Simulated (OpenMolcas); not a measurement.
**Predicting a hybrid from its neighbours: AlSiH4Cl**

AlSiH4Cl has 7 atoms, charge 0, and is taken as a singlet. SMILES: `[SiH3][AlH][Cl]`. Geometry: relaxed at PBE0-D4/def2-TZVP.

The dipole moment y, in D, basis aug-cc-pVDZ; a is the functional's share of exact exchange. Programs: OpenMolcas 26.06.

| functional | program | a | y (D) |
| --- | --- | --- | --- |
| PBE | OpenMolcas | 0 | 1.29 |
| revPBE | OpenMolcas | 0 | 1.28 |
| B3LYP | OpenMolcas | 0.2 | ? |
| PBE0 | OpenMolcas | 0.25 | 1.40 |
| BHLYP | OpenMolcas | 0.5 | 1.48 |

Problem. Fit y = c + s·a to the known rows and predict B3LYP.

Solution. 
1. Means of the 4 rows: a = 0.1875, y = 1.363.
2. Σ(Δa)² = 0.17188, Σ(Δa·Δy) = 0.068125, so the slope is 0.068125/0.17188 = 0.39635.
3. Intercept: 1.363 − (0.39635) × 0.1875 = 1.289. The largest residual of the fit is 0.013.
4. B3LYP: 1.289 + (0.39635) × 0.2 = 1.37 D.

The run gave 1.38 D, so the prediction is off by -0.01 D, within the largest residual. More exact exchange makes the molecule more polar here.
